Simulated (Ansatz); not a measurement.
**Structure relaxation of Cd2Ga**

The calculation used DFT r2SCAN, scalar-relativistic, plane waves, PAW in Ansatz 0.2.0. Cutoff 500 eV, Γ-centred k mesh, Gaussian smearing, no spin polarisation in the final step.

Cd2Ga was placed on the fluorite structure type (Fm-3m, No. 225), with Ga in place of Ca, Cd in place of F, at a guessed volume.

```
CELL_PARAMETERS angstrom
0.00000 3.17341 3.17341
3.17341 0.00000 3.17341
3.17341 3.17341 0.00000
ATOMIC_POSITIONS crystal
Cd 0.25000 0.25000 0.25000
Cd 0.75000 0.75000 0.75000
Ga 0.00000 0.00000 0.00000
```

Steps on the 12×12×12 mesh (3 atoms). 4 of 5 steps are shown, and the free energy counts from the last. Trial steps that were taken back and renewals of the plane-wave basis can be among the rows.

```tsv
step	ΔF (meV/atom)	V (Å³/atom)	P (GPa)
1	10.8	21.31	3.14
2	2.1	22.87	-0.87
3	0.8	22.51	-0.10
5	0.0	22.47	0.02
```

A final relaxation ran on a 12×12×12 mesh. The relaxed crystal, Fm-3m (No. 225):

Space group Fm-3m (No. 225). a = 6.460 Å, b = 6.460 Å, c = 6.460 Å, α = 90.00°, β = 90.00°, γ = 90.00°
```tsv
atom	site	symmetry	x	y	z
Cd	8c	-43m	0.2500	0.7500	0.7500
Ga	4a	m-3m	0.0000	0.0000	0.0000
```

* Volume per atom: 22.47 Å³
* Density: 7.26 g/cm³
* Energy over the elements: 0.04 eV/atom
* Gap on the 12×12×12 mesh: 0 eV (a metal)

The zero of energy is the elements' standard structures at the same level; no fitted shifts are applied.

The final run used a 12×12×12 mesh on its 3-atom cell and 0.10 eV smearing. The k mesh leaves about 4 meV/atom of noise in metals.

Symmetry constrained the relaxation, so the result can be a saddle point.